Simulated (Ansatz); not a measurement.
`N=C(F)F` + H₂ → `N=CF` + H–F at 500 K and 1 bar (hydrogenolysis of a C–F bond).

Calculated with Ansatz (gas phase, PBE0-D4/def2-TZVP geometries, no zero-point term in ΔE). CCSD(T)/CBS adds triple-zeta CCSD(T) − MP2 to the extrapolated MP2 energy (def2 sets, frozen cores). This one scheme is used for every species. Each species was taken in one conformer, which may not be the lowest.

```csv
species,CCSD(T)/CBS energy (Eh),H − E (kJ/mol),S (J/(mol·K))
`N=C(F)F`,-292.91376,92.9,298.1
H₂,-1.17544,41.0,145.5
`N=CF`,-193.72220,108.9,274.9
H–F,-100.39570,39.4,188.7
```

H − E and S are ideal-gas, rigid-rotor, harmonic terms from PBE0-D4/def2-TZVP, for one conformer and one mirror image of each species. The MP2-based limit puts H₂ 0.8 mEh under its directly extrapolated value; such offsets cancel only in part. 1 Eh = 2625.50 kJ/mol, R = 8.31446 J/(mol·K).

**Question.** By hand: ΔE, ΔH, ΔS and ΔG.

**Answer.** ΔE = (-193.72220) + (-100.39570) − (-292.91376) − (-1.17544) = -0.02870 Eh = -75.4 kJ/mol. Δ(H − E) = 108.9 + 39.4 − 92.9 − 41.0 = 14.4, so ΔH = -61.0 kJ/mol. ΔS = 274.9 + 188.7 − 298.1 − 145.5 = 20.0 J/(mol·K). ΔG = -61.0 − 500 × (20.0)/1000 = -71.0 kJ/mol.

**Question.** By hand: the equilibrium constant, and the temperature at which ΔG would vanish if ΔH and ΔS stayed fixed.

**Answer.** log₁₀ K = −ΔG/(RT ln 10) = 7.4. ΔH and −TΔS have one sign here, so there is no such temperature.

ΔH outweighs TΔS. A doubt of 5 kJ/mol in ΔE shifts log₁₀ K by 0.5 here. Other conformers and mirror images would add mixing entropy, several J/(mol·K) or more a flexible species. These are equilibria of isolated gas molecules and say nothing of rates. Largest T1 diagnostic: 0.013 (customary marks: 0.02 for closed shells, 0.045 for open ones).
